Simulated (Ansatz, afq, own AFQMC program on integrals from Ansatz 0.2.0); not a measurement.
# SiGeH4O, triplet in def2-TZVP, levels against AFQMC with the constraint released

```yaml
atoms:
  - { symbol: O, position_ang: [1.6704, 1.5611, -0.1185] }
  - { symbol: Ge, position_ang: [0.8134, 0.2535, 0.7684] }
  - { symbol: Si, position_ang: [-1.1467, -0.6238, -0.3308] }
  - { symbol: H, position_ang: [1.4602, 2.4347, 0.2341] }
  - { symbol: H, position_ang: [-2.2011, 0.4232, -0.5088] }
  - { symbol: H, position_ang: [-0.8107, -1.2123, -1.6636] }
  - { symbol: H, position_ang: [-1.6293, -1.6879, 0.5978] }
```

Basis def2-TZVP. Only valence electrons are correlated. AFQMC by an in-house program on the Cholesky factors that Ansatz 0.2.0 writes for its CCSD(T) run. The CISD trial takes its coefficients from CCSD amplitudes. Released means that phaseless walkers are propagated on without the constraint, phases kept. Error bars are statistical, one sigma. No spin–orbit coupling.

Determinant: UHF, the one that the program's search chose, which needn't be the lowest solution. The geometry is a PBE0/def2-SVP stationary point of this or a neighbouring charge and spin state.

No full CI on the walks' own integrals is used here. The released AFQMC energy serves as the reference, which it does only where one determinant dominates, the energy is flat over the last release times and near the phaseless one (40 meV or 2 meV an electron, half that with transition metals). On small molecules, where full CI could be run and the noise was under 10 meV, such values lay within 10 meV of it in 19 cases of 20, a flattering rate, since the rule was set on those same cases; what remains of the bias isn't in the error bar.

Cautions: no relativity below Rb; no spin-orbit coupling; inner d shell frozen; the released value is read at 1.50 1/Eh with a noise of 12 meV, more than in the cases checked (meV from the phaseless value at times in 1/Eh: -10 ± 9 at 0.24, -26 ± 12 at 0.51, -21 ± 9 at 0.99, -14 ± 12 at 1.50).

- T1 diagnostic: 0.0202
- weight of the determinant in the CISD state: 0.824
- ⟨S²⟩ of the determinant: 2.015
- size of the correlated space: 18 electrons in 120 orbitals

Reference: AFQMC with the constraint released, correlation energy -13.366 ± 0.012 eV.

| level | E − E(reference) (mEh) | share of correlation (%) |
| --- | --- | --- |
| HF | 491.20 ± 0.43 | 0.00 |
| MP2 | 56.43 ± 0.43 | 88.51 |
| CCSD | 19.50 ± 0.43 | 96.03 |
| CCSD(T) | 2.08 ± 0.43 | 99.58 |
| ph-AFQMC/CISD | 0.52 ± 0.58 | 99.89 |

Released energies are given only where the last usable release times agree within the noise; a slower fall can still hide under it.
